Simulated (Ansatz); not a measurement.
Trigonal Se was calculated with PBE0 in Ansatz (PAW).

Run with plane-wave cutoff 500 eV, 6×6×4 k mesh (along the axes of the cell as run), gaussian smearing 0.02 eV, scalar-relativistic PAW data made under PBE.

Cell (relaxed with r²SCAN):

```
Se
1.0
    2.25165    -3.89997     0.00000
    2.25165     3.89997     0.00000
    0.00000     0.00000     4.99211
Se
3
Cartesian
  0.48908   0.84711   3.32807
  3.52515   0.00000   0.00000
  0.48908  -0.84711   1.66404
```

Task: What does this level give for the band gap?

Result: 
* **band gap**: 2.52 eV (on the SCF k mesh)

Note: the cell comes from a level without a dispersion term, which matters for the spacing of layers, chains or molecules; cell and atoms aren't relaxed at this level (largest force component 0.23 eV/Å, pressure -0.5 GPa).

Spin–orbit coupling is not included.

The computed numbers hold no vibrational or temperature effects.

Ansatz is a program for electronic structure.
